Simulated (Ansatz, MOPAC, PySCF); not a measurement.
System: H₂S, singlet: symmetric bend, bond length relaxed. Scanned: H-S-H angle. Other coordinates (S-H bond length) were minimised at PBE0/def2-TZVP.

Computed with: RKS-B3LYP/3-21G = restricted B3LYP/3-21G in PySCF; PM7, restricted, heats of formation (MOPAC); RKS-BP86/6-31G* = restricted BP86/6-31G*, spherical d in PySCF; CCSD(T)/aug-cc-pVQZ = Ansatz (an electronic-structure program) with CCSD(T) on RHF/aug-cc-pVQZ, frozen core.

Energies relative to the lowest point of each profile, in kcal/mol; the last columns give the difference from CCSD(T):

| a / ° | RKS-B3LYP/3-21G | PM7 | RKS-BP86/6-31G* | CCSD(T)/aug-cc-pVQZ | RKS-B3LYP/3-21G − CCSD(T)/aug-cc-pVQZ | PM7 − CCSD(T)/aug-cc-pVQZ | RKS-BP86/6-31G* − CCSD(T)/aug-cc-pVQZ |
|---|---|---|---|---|---|---|---|
| 180 | 61.6 | 60.6 | 68.0 | 68.8 | -7.2 | -8.3 | -0.8 |
| 167 | 57.6 | 48.2 | 63.0 | 63.2 | -5.5 | -14.9 | -0.2 |
| 157 | 49.6 | 38.0 | 53.4 | 53.0 | -3.4 | -14.9 | 0.4 |
| 147 | 38.7 | 28.0 | 41.3 | 40.7 | -2.0 | -12.7 | 0.6 |
| 137 | 27.3 | 18.9 | 29.1 | 28.6 | -1.3 | -9.7 | 0.5 |
| 127 | 16.9 | 11.1 | 18.2 | 17.8 | -1.0 | -6.7 | 0.4 |
| 117 | 8.5 | 5.2 | 9.4 | 9.1 | -0.7 | -4.0 | 0.2 |
| 107 | 2.7 | 1.3 | 3.2 | 3.1 | -0.4 | -1.8 | 0.1 |
| 97 | 0.0 | 0.0 | 0.0 | 0.0 | 0.0 | 0.0 | 0.0 |
| 87 | 0.8 | 1.3 | 0.1 | 0.1 | 0.7 | 1.2 | 0.0 |
| 77 | 5.4 | 5.3 | 3.7 | 3.6 | 1.7 | 1.7 | 0.1 |
| 67 | 13.8 | 11.6 | 11.0 | 10.4 | 3.3 | 1.1 | 0.5 |
| 60 | 21.7 | 16.7 | 18.1 | 17.1 | 4.6 | -0.3 | 1.0 |

RKS-B3LYP/3-21G is furthest from CCSD(T)/aug-cc-pVQZ at 180 (-7.2 kcal/mol, below); its mean absolute difference over the points is 2.5 kcal/mol.

PM7 is furthest from CCSD(T)/aug-cc-pVQZ at 157 (-14.9 kcal/mol, below); its mean absolute difference over the points is 6.0 kcal/mol.

RKS-BP86/6-31G* is furthest from CCSD(T)/aug-cc-pVQZ at 60 (1.0 kcal/mol, above); its mean absolute difference over the points is 0.4 kcal/mol.
